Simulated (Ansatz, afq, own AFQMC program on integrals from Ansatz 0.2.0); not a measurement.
Two steps: Ansatz 0.2.0 writes the Fock matrix and Cholesky factors of the valence space, and afq projects on them the lowest state that overlaps trial and start.

```yaml
crystal:
  periodic: [false, false, false]
  atoms:
    - {symbol: O, position_ang: [0.069320, 0.017696, -0.039695]}
    - {symbol: H, position_ang: [-0.261927, 0.954403, -0.039693]}
    - {symbol: H, position_ang: [-0.564636, -0.806782, 1.593226]}
    - {symbol: H, position_ang: [-0.273778, -0.428508, -0.923433]}
basis:
  gaussian: {orbitals: "6-31++G**"}
total_charge: -1
magnetization: {spin_polarized: false, initial_magnetization: 2}
correlation: {method: ccsd_t, electrons: outside_noble_gas, hamiltonian_folder: ham}
```

```sh
$ ansatz run in.yaml --threads 1 --pin off --events-out ev --progress --plain --max-ram 1382MiB
```

Options of the walk:

```
--method phaseless --trial cisd --walkers 60 --populations 1 --least-time 40 --time-step 0.005 --steps-per-block 50 --equilibration-blocks 40 --max-blocks 300 --target-error 0.00076 --factor-cut 1e-05 --start spin_pure --seed 1212 --release-times 0.24,0.51,0.99,1.62,2.4 --release-step 0.03 --release-every 4 --taylor-order 6
```

Times are imaginary, in 1/Eh. The walk had a cap of 1086 s.

Output of the walk:

```
orbitals 36  electrons 6 4  factors 268 of 337
reference energy -76.46664945 Eh
CCSD correlation -0.22523331 Eh in 14 cycles, weight of the determinant in the CISD state 0.9230
energy of the start -76.691883 Eh
 block  time / (1/Eh)  mean weight  energy / Eh
     1     0.250  1.0020  -76.691634
     2     0.500  1.0002  -76.692791
     3     0.750  0.9990  -76.695253
     4     1.000  0.9996  -76.695583
     5     1.250  0.9989  -76.692695
     7     1.750  1.0012  -76.696393
     9     2.250  0.9978  -76.696251
    11     2.750  1.0007  -76.694877
    21     5.250  0.9994  -76.692581
    31     7.750  1.0007  -76.698872
    41    10.250  1.0001  -76.694293
    51    12.750  0.9974  -76.694866
    61    15.250  0.9976  -76.698020
    71    17.750  0.9993  -76.709416
    81    20.250  1.0012  -76.702371
    91    22.750  0.9994  -76.695826
   101    25.250  1.0021  -76.694380
   111    27.750  1.0020  -76.692593
   121    30.250  1.0031  -76.699097
   131    32.750  1.0014  -76.697853
   141    35.250  1.0010  -76.692235
   151    37.750  1.0006  -76.696026
   161    40.250  1.0010  -76.698134
   171    42.750  1.0007  -76.694216
   181    45.250  1.0011  -76.693822
   191    47.750  0.9978  -76.701344
   196    49.000  1.0009  -76.695294
blocks merged  error / Eh  count
     1  0.000357  160
     2  0.000425  80
     4  0.000454  40
     8  0.000515  20
    16  0.000541  10
released: time / (1/Eh)  energy / Eh  error  mean overlap
  0.24  -76.697909  0.000556  1.0022
  0.51  -76.697567  0.000479  1.0173
  0.99  -76.697598  0.000547  1.0137
  1.62  -76.698157  0.000593  0.9956
  2.40  -76.697945  0.000756  1.0112
energy -76.697953 +/- 0.000515 Eh
(rows thinned)
```

The run passed its tests (sampling time, drift between the halves within three errors, error under three times the target), which doesn't prove that it has relaxed.

Against this walk (error 14.0 meV) on the same determinant: CCSD(T) 33.8 meV higher, CCSDT(Q) 5.6 meV higher (within the noise). The error is statistical and leaves out the bias of the constraint. Released to 2.40 1/Eh the energy moves by 0 ± 25 meV (both errors), within twice the noise.

Cautions: constraint bias not in the error; lower spins were not checked.

The walk took 2.9 min on 1 thread of Arm Neoverse V2, with other jobs on the host. The log's last line is the phaseless energy.

CCSDT and higher add their correlation energy to the determinant of the CCSD(T) run, since their own runs factorise the integrals more tightly (a shift of under 2 meV).
